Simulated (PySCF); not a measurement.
CH₂, SMILES [CH2] (connectivity only; charge and spin as stated), neutral, multiplicity 1. Heavy atoms are numbered as in [CH2:1]. Hydrogens are named by the atom that carries them.

Coordinates come from a B3LYP-D3(BJ)/def2-TZVPD optimisation. The isomer is the one that the SMILES or the coordinates give; other isomers of the formula were not compared.

Method: r2SCAN/def2-TZVPD (PySCF).

Mulliken values depend strongly on the basis, most of all with diffuse functions as here. Atomic charges (e), one atom of each kind:

```tsv
atom	meta-Löwdin	Mulliken
C1 (CH2)	-0.23	-0.14
H on C1	0.12	0.07
```
